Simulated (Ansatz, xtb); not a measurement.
## Two isomers of C4H5S−

Structure a is `C=C/C=C/[S-]`, a singlet and structure b is `C=C/C=C\[S-]`, a singlet. Both are isolated ions in the gas phase, relaxed with PBE0-D3(BJ)/def2-SVPD; the shapes shown needn't be the lowest conformers.

a (Å):

| atom | x (Å) | y (Å) | z (Å) |
| --- | --- | --- | --- |
| C | -2.7400 | -0.9896 | -0.6672 |
| C | -1.9018 | -1.8044 | 0.0227 |
| C | -0.5922 | -1.5070 | 0.5185 |
| C | 0.1699 | -2.4171 | 1.2088 |
| S | 1.7380 | -2.2288 | 1.8649 |
| H | -3.7231 | -1.3336 | -0.9946 |
| H | -2.4583 | 0.0374 | -0.9173 |
| H | -2.2577 | -2.8229 | 0.2354 |
| H | -0.1814 | -0.5072 | 0.3380 |
| H | -0.3050 | -3.4026 | 1.3544 |

b (Å):

| atom | x (Å) | y (Å) | z (Å) |
| --- | --- | --- | --- |
| C | -2.8680 | -1.0281 | -0.4428 |
| C | -1.9050 | -1.8143 | 0.0944 |
| C | -0.5819 | -1.4187 | 0.4797 |
| C | 0.3672 | -2.2534 | 1.0230 |
| S | 0.2859 | -3.9276 | 1.3934 |
| H | -3.8504 | -1.4282 | -0.7035 |
| H | -2.6967 | 0.0364 | -0.6351 |
| H | -2.1238 | -2.8751 | 0.2682 |
| H | -0.3059 | -0.3673 | 0.3286 |
| H | 1.3262 | -1.7640 | 1.2538 |

Energies in hartree; the thermal terms are from GFN2-xTB frequencies at re-optimised GFN2-xTB minima (ideal gas, soft modes damped towards free rotors, one conformer each, 298.15 K, 1 atm) and include the zero-point energy:

|  | a | b |
| --- | --- | --- |
| E, CCSD(T)/def2-SVPD | −552.456061 | −552.455003 |
| E, MP2/def2-SVPD | −552.378286 | −552.376945 |
| E, MP2/def2-TZVPPD | −552.805422 | −552.804072 |
| zero-point energy | 0.072832 | 0.072877 |
| H(298 K) − E | 0.079531 | 0.079453 |
| G(298 K) − E | 0.043721 | 0.043660 |

Correct the CCSD(T) difference for the basis set by the MP2 change, then work out ΔE, ΔE₀, ΔH and ΔG for a → b in kcal/mol (1 Eh = 627.51 kcal/mol) and the equilibrium ratio [b]/[a].

1. Differences b − a: CCSD(T) +0.001058, MP2 in the small set +0.001341, MP2 in the large set +0.001350 Eh.
2. ΔE = +0.001058 + (+0.001350 − (+0.001341)) = +0.001067 Eh = +0.67 kcal/mol.
3. ΔE₀ = ΔE + ΔZPE = +0.001067 + (+0.000045) Eh = +0.70 kcal/mol.
4. ΔH = ΔE + (−0.000078) Eh = +0.62 kcal/mol.
5. ΔG = ΔE + (−0.000061) Eh = +0.63 kcal/mol, so ΔS = (ΔH − ΔG)/T = −0.1 J/(mol K).
6. kT = 0.9442 mEh, so K = [b]/[a] = exp(−ΔG/kT) = exp(−1.07) ≈ 0.34.

The two are too close for this level to say which is favoured. An error of 1 kcal/mol in ΔG would change K by a factor of 5.4. Mirror images and further conformers aren't counted.

As drawn, both hold the same kinds of bond in the same numbers.

Other levels gave ΔE = +1.9 (GFN2-xTB); +0.4 (HF/STO-3G, GFN2-xTB geometries); +1.5 (r2SCAN-D4/def2-SVPD, GFN2-xTB geometries); +1.2 (PBE0-D3(BJ)/def2-SVPD); +0.8 (HF/def2-SVPD); +0.8 (MP2/def2-SVPD); +0.7 (CCSD(T)/def2-SVPD) kcal/mol. The correlated steps freeze 9 core orbitals. Programs: Ansatz 0.2.0, xtb 6.7.1.
